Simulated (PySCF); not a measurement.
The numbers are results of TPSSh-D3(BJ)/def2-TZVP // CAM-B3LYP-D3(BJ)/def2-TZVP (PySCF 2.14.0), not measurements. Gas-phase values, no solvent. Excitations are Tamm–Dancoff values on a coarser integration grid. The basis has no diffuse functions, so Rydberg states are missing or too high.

Reference species (SMILES): `Cl[SiH](Cl)Cl` (neutral, multiplicity 1).

```json
{
  "T1 excitation (TDA)": "7.22 eV",
  "S1–T1 gap (TDA)": "0.44 eV"
}
```

Changed species: `Cl[Si](Cl)(Cl)Cl` (0 of 4 Cl replaced by H; the reference has 1 of 4 Cl replaced by H).

### Question
What does the change do to the T1 excitation (TDA) and S1–T1 gap (TDA)?

### Answer
the T1 excitation (TDA) falls by 0.30 eV, to 6.92 eV; the S1–T1 gap (TDA) drops by 0.04 eV, to 0.40 eV.
